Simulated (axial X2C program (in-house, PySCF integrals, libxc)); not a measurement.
# O₂⁻: cheaper levels and CCSD(T), 2c

Computed with an axial X2C code built on PySCF integrals. Two-component (2c) means X2C with spin–orbit coupling and atomic mean-field two-electron Coulomb and Gaunt terms. Basis: O dyall-av3z [7s6p3d2f] (cores contracted in-house); Gaussian nuclei, density fitting, unrestricted open shells. Masses: O 15.995 u.

State: Ω = 3/2 (⟨Sz⟩ = 0.50, ⟨Lz⟩ = 1.00 at HF); fragments O- + O.

```
level  Re (Å)  ωe (cm⁻¹)  De (eV)
 PBE0   1.322     1234.5     4.17
   HF   1.289     1415.8     1.11
  MP2   1.358     1085.2     4.39
 CCSD   1.338     1187.6     3.75
B3LYP   1.341     1163.8     4.13
```

Correlated methods: 13 electrons correlated (number of frozen shells: O 1 s), 195 virtual spin orbitals or spinors in MP2, 90 natural virtuals in coupled cluster.

CCSD(T), same Hamiltonian and basis:

Re = 1.354 Å, ωe = 1116.6 cm⁻¹, De = 3.96 eV; T1 = 0.018 (Lee–Taylor normalisation).

Question: Give the differences from CCSD(T) in the columns below.

Answer: 

```
level  ΔRe (Å)  Δωe (cm⁻¹)  ΔDe (eV)
 PBE0   -0.032         118      0.21
   HF   -0.065         299     -2.85
  MP2    0.004         -31      0.43
 CCSD   -0.016          71     -0.21
B3LYP   -0.013          47      0.17
```

One determinant describes the state; a PBE0 search over occupations chose it and may have missed a lower one. Dissociation energies refer to the lowest single-determinant-based atoms at the same level and basis. Density functionals use the spin component along the axis (collinear). CCSD and (T) use frozen natural virtuals with an MP2 correction for the truncation; (T) itself is uncorrected, so its De runs slightly low. The 2c atoms are single determinants rather than J levels; their spin–orbit lowering is only partly caught, and De is too large by that part. This holds for PBE0, B3LYP. The functionals have no current-density term, which raises determinants with orbital currents, atoms included. The highest occupied level of some functionals is positive through self-interaction error; at Hartree–Fock it is bound. Hartree–Fock gets electron affinities wrong, so its lowest charge split need not be the true one.
